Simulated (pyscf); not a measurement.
PySCF, gas phase, ωB97X-D3(BJ)/def2-SVP geometries. Correlated levels are frozen-core, on RHF or UHF. ΔMP2 is the change of the MP2 total energy from the triple- to the quadruple-zeta basis.

Problem. For the elementary gas-phase step `[CH3][Cl]` + `[H]` [doublet] → `[CH4]` + `[Cl]` [doublet] (doublet surface; C–Cl broken, C–H formed), what barrier and reaction energy does CCSD(T)/def2-TZVPP + ΔMP2(QZVPP) give, measured from the separated reactants?

Solution. ΔE‡ = 17.4 kcal/mol, ΔE = -25.7 kcal/mol. Zero-point energy shifts the barrier by +1.0 kcal/mol. It is a substitution at C, with an imaginary mode of 1386i cm⁻¹. The same reactants have a lower exit, to •H₂C–Cl + H₂ (barrier +11.7 kcal/mol at ωB97M-D3(BJ), against +17.9 kcal/mol here). This is the saddle that the search found; another between the same sides may lie lower. The angle at the attacked C is 180°. The CCSD(T) − MP2 part came from Ansatz, without density fitting, on the same reference. Left out: the spin-orbit lowering of Cl.
